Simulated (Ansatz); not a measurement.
The input, for Ansatz 0.2.0:

```yaml
crystal:
  periodic: [false, false, false]
  atoms:
    - {symbol: Al, position_ang: [0.000000, 0.000000, -0.003267]}
    - {symbol: C, position_ang: [0.000000, 0.000000, -1.919467]}
    - {symbol: H, position_ang: [0.000000, 0.000000, 1.922733]}
basis:
  gaussian: {orbitals: 6-31G}
magnetization: {spin_polarized: false, initial_magnetization: 2}
correlation: {method: fic_mrcisd_q, electrons: outside_noble_gas, active_space: {window: {electrons: 8, orbitals: 9}, shells: [{species: Al, l: s, shell: 3}, {species: Al, l: p, shell: 3}, {species: C, l: s, shell: 2}, {species: C, l: p, shell: 2}, {species: H, l: s, shell: 1}]}}
```

```sh
$ ansatz run in.yaml --threads 1 --pin off --events-out ev --progress --plain --max-ram 2393MiB
```

Problem. Roughly how long does this take on 1 thread of Arm Neoverse V1, shared host, and how much host memory?

Solution. 4.1 s wall and 0.32 GiB.

```
502 factors; integrals over basis functions are off by at most 1.5e-7 eV
mean field evaluation 1: about -7621.4166 eV, gradient 9.2e0 eV
mean field evaluation 2: about -7621.4184 eV, gradient 9.2e0 eV
mean field evaluation 4: about -7621.8496 eV, gradient 3.3e0 eV
mean field evaluation 8: about -7621.8974 eV, gradient 1.1e-1 eV
mean field evaluation 16: about -7620.9251 eV, gradient 2.9e-1 eV
mean field evaluation 32: about -7621.7952 eV, gradient 1.7e0 eV
mean field -7621.89772996 eV, -280.0995752683 hartree, gradient 4.4e-6 eV, S^2 2.000000; 7 other end points of the search recorded, 0 dependent functions left out
reference -7621.89772996 eV, -280.0995752683 hartree; 11, 9 occupied and 13, 15 virtual orbitals, 502 factors
state -7624.59685497 eV, -280.1987662827 hartree
contracted CI cycle   1: correlation 0.00000000 eV, 0.0000000000 hartree, residual 6.77e0 eV
contracted CI cycle   2: correlation -0.89506751 eV, -0.0328931242 hartree, residual 1.50e0 eV
contracted CI cycle   3: correlation -0.93704738 eV, -0.0344358559 hartree, residual 3.40e-1 eV
contracted CI cycle   4: correlation -0.93933138 eV, -0.0345197915 hartree, residual 9.29e-2 eV
contracted CI cycle   5: correlation -0.93950070 eV, -0.0345260138 hartree, residual 2.48e-2 eV
contracted CI cycle   6: correlation -0.93951298 eV, -0.0345264650 hartree, residual 6.91e-3 eV
contracted CI cycle   7: correlation -0.93951395 eV, -0.0345265008 hartree, residual 1.87e-3 eV
contracted CI cycle   8: correlation -0.93951402 eV, -0.0345265033 hartree, residual 5.04e-4 eV
state -7624.59685497 eV, -280.1987662827 hartree; corrected -7625.55816594 eV, -280.2340938094 hartree
Total energy: -7625.55816594 eV, -280.2340938094 hartree
Checks for a lower state left out: starts, orbital_swaps
```

For the same geometry and basis full CI lies 14.6 meV lower.
